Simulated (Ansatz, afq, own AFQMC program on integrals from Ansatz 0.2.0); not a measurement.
AFQMC on a folder of integrals that Ansatz 0.2.0 wrote.

```yaml
crystal:
  periodic: [false, false, false]
  atoms:
    - {symbol: Ge, position_ang: [0.000000, 0.003232, 0.757146]}
    - {symbol: Al, position_ang: [0.000000, 0.016713, -1.828547]}
    - {symbol: H, position_ang: [0.000000, -1.174974, -0.475644]}
    - {symbol: H, position_ang: [0.000000, -1.074255, -2.975895]}
    - {symbol: H, position_ang: [0.000000, 1.568901, -2.165920]}
basis:
  gaussian: {orbitals: cc-pVDZ}
total_charge: 1
magnetization: {spin_polarized: true, initial_magnetization: 1}
correlation: {method: ccsd_t, electrons: outside_noble_gas, hamiltonian_folder: ham}
```

```sh
$ ansatz run in.yaml --threads 1 --pin off --events-out ev --progress --plain --max-ram 1382MiB
```

Options of the walk:

```
--method free --trial cisd --walkers 60 --time-step 0.03 --max-blocks 80 --target-error 0.00036 --factor-cut 1e-05 --seed 7654 --times 0,0.3,0.6,1.2,1.8,2.4,3.6,4.8,6 --taylor-order 8
```

Times are imaginary, in 1/Eh. The walk had a cap of 1455 s. Filled inner d shells are frozen with the cores.

Log:

```
orbitals 41  electrons 5 4  factors 323 of 638
reference energy -2318.65553803 Eh
CCSD correlation -0.16173757 Eh in 12 cycles, weight of the determinant in the CISD state 0.8815
repeat  energy at the last time / Eh  error
    10  -2318.821596  0.001672
    20  -2318.822325  0.000946
    30  -2318.822704  0.000810
    40  -2318.822097  0.000682
    50  -2318.822015  0.000577
    60  -2318.822208  0.000545
    70  -2318.821897  0.000463
    80  -2318.821967  0.000426
time / (1/Eh)  energy / Eh  error  mean overlap
  0.00  -2318.817326  0.000083  1.1350
  0.30  -2318.819146  0.000097  1.1415
  0.60  -2318.820161  0.000113  1.1393
  1.20  -2318.821050  0.000134  1.1491
  1.80  -2318.821397  0.000134  1.1608
  2.40  -2318.821926  0.000189  1.1443
  3.60  -2318.821869  0.000246  1.1688
  4.80  -2318.822160  0.000342  1.1607
  6.00  -2318.821967  0.000426  1.1664
energy -2318.821967 +/- 0.000426 Eh
```

The run passed its tests (error under three times the target), which doesn't prove that it has relaxed.

Against this walk (error 11.6 meV) on the same determinant: CCSD(T) 30.7 meV higher, CCSDT(Q) 1.5 meV lower (within the noise). The error is statistical, and a free projection of finite length keeps a remainder of its start.

Cautions: remainder of the start not in the error; error above the target (11.6 against 9.8 meV); no relativity below Rb; no spin-orbit coupling; inner d shell frozen.

The walk took 5 min on 1 thread of Arm Neoverse V2, with other jobs on the host. The log's last line is the free-projection energy.

CCSDT and higher add their correlation energy to the determinant of the CCSD(T) run, since their own runs factorise the integrals more tightly (a shift of under 2 meV). A walk keeps the symmetry of its determinant, which the program's search chose and which needn't be the lowest solution, so a lower state of the same spin and another symmetry isn't excluded.
